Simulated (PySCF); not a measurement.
# Fluorine: a sound run and one with changed settings

Sound run: F [He] 2s2 2p5, F+ [He] 2s2 2p4. All numbers are calculated (PySCF 2.14, no relativity, point nucleus, in def2-SVP (3s2p1d, 14 functions)). In the sound run the correlated levels freeze 1s2. The sound run starts from symmetry-adapted Hartree-Fock orbitals and uses a fine grid where one is needed.

A second run was set up differently.

```tsv
species	method	sound run (hartree)	changed run (hartree)	converged
F	MP2	-99.42243	-99.37389	yes
F	CCSD(T)	-99.43472	-99.38147	yes
F+	MP2	-98.79918	-98.74996	yes
F+	CCSD(T)	-98.81434	-98.75643	yes
```

Ionisation energy of F:

```csv
method,sound run (eV),changed run (eV)
UHF,15.772,15.772
MP2,16.959,16.978
SCS-MP2,16.914,17.003
CCSD,16.879,17.004
CCSD(T),16.881,17.008
```

Q: What was changed?
A. too few SCF iterations
B. a valence shell is frozen
C. basis contracted for another Hamiltonian
D. level shift left on

A: B. Freezing a valence shell removes pair correlation that changes on ionisation.
